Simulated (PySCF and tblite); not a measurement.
cyclopentene, C₅H₈, numbered as in [CH:1]1=[CH:2][CH2:3][CH2:4][CH2:5]1.

Search: ETKDG and KDG, MMFF94s, GFN2-xTB, 60 starts; geometries at GFN2-xTB. Energies: PBE0-D3(BJ)/def2-SVP (IEF-PCM, chloroform), with GFN2-xTB thermal terms (plain harmonic). Symmetry numbers and mirror images are counted. Conformers within 2.5 kcal/mol (GFN2-xTB free energy) were kept, 8 at most. GIAO shieldings: KT2/pcSseg-1 (IEF-PCM, chloroform). Shifts are against TMS (¹H), TMS (¹³C) at the same level. Codes: tblite and PySCF.

The 5-ring runs over atoms 1–2–3–4–5.

```
conformer                                                 shape  weight %  dipole D
        1  5-ring envelope (ring torsions 11, -17, 17, -11, 0°)     100.0      0.24
```

**Question.** How do the computed shifts compare with measured ones?

**Answer.** 
```csv
nucleus,signal,leading conformer,average,measured,medium
¹H,H1/H2,5.90,5.90,5.74,not stated in the table (CDCl3 in this author's series)
¹H,H3/H5,2.61,2.61,2.31,not stated in the table (CDCl3 in this author's series)
¹H,H4,1.89,1.89,1.82,not stated in the table (CDCl3 in this author's series)
```

Measured values: The use of chemical shift calculations in the conformational analysis of substituted benzenes, New J. Chem. 2019 (ESI). Mean difference for ¹H: 0.18 ppm, scatter 0.09 ppm. The computed shifts are unscaled and lack vibrational corrections.
